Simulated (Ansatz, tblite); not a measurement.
Spin states of Al3 (the lowest doublet isomer of a short search), each relaxed with PBE0-D4/def2-TZVP in Ansatz. Electronic energies in the gas phase.

The xTB rows come from tblite. B3LYP takes the VWN-RPA correlation. HSE06 is defined as in plane-wave codes, on full-range PBE exchange. Correlated methods freeze 15 core orbitals. The structure comes from a short search, and lower isomers may exist.

Doublet geometry (D3h within 0.1 Å):

Cartesian coordinates in Å:
```
Al 0.929 -0.930 -0.611
Al -0.722 0.950 -0.824
Al -0.207 -0.020 1.435
```

Quartet geometry (C2v within 0.1 Å):

```xyz
3

Al   -1.472    0.082   -0.712
Al    0.811    1.144   -0.148
Al    0.661   -1.226    0.860
```

⟨S²⟩: doublet 0.81 at PBE0-D4/def2-TZVP (pure 0.75), quartet 3.76 at PBE0-D4/def2-TZVP (pure 3.75).

Run but left out: HF/6-31G, HF/def2-TZVP, HF/def2-TZVPP, MP2/def2-TZVP, MP2/def2-TZVPP, CCSD/def2-TZVPP, CCSD(T)/def2-TZVPP (doublet: ⟨S²⟩ 1.91 to 1.93, where a pure state has 0.75).

Only these spin states were relaxed. The quartet has other bonds than the doublet, so the gap mixes isomer and spin.

```json
{"level": "GFN1-xTB", "quartet − doublet (kJ/mol)": "101.1", "lowest of these": "doublet", "remarks": "–"}
{"level": "PBE-D4/def2-TZVP", "quartet − doublet (kJ/mol)": "20.1", "lowest of these": "doublet", "remarks": "–"}
{"level": "BLYP-D4/def2-TZVP", "quartet − doublet (kJ/mol)": "19.9", "lowest of these": "doublet", "remarks": "–"}
{"level": "r2SCAN-D4/def2-TZVP", "quartet − doublet (kJ/mol)": "20.1", "lowest of these": "doublet", "remarks": "spin-contaminated (⟨S²⟩ 0.92) (doublet)"}
{"level": "B97M-V/def2-TZVP", "quartet − doublet (kJ/mol)": "24.4", "lowest of these": "doublet", "remarks": "–"}
{"level": "ωB97M-V/def2-TZVP", "quartet − doublet (kJ/mol)": "18.4", "lowest of these": "doublet", "remarks": "–"}
```

Question: Estimate the rows for GFN2-xTB, r2SCANh-D4/def2-TZVP, B3LYP-D4/6-31G, PBE0-D4/def2-TZVP, HSE06-D4/def2-TZVP, RPA@PBE/def2-TZVP.

Answer: 
```
               level  quartet − doublet (kJ/mol)  lowest of these                                  remarks
            GFN2-xTB                        24.2          doublet                                        –
r2SCANh-D4/def2-TZVP                        17.3          doublet  spin-contaminated (⟨S²⟩ 0.99) (doublet)
      B3LYP-D4/6-31G                        -0.3              tie                                        –
   PBE0-D4/def2-TZVP                        11.3          doublet                                        –
  HSE06-D4/def2-TZVP                        11.8          doublet                                        –
   RPA@PBE/def2-TZVP                        22.2          doublet                                        –
```

The xTB methods have no spin-polarisation term.
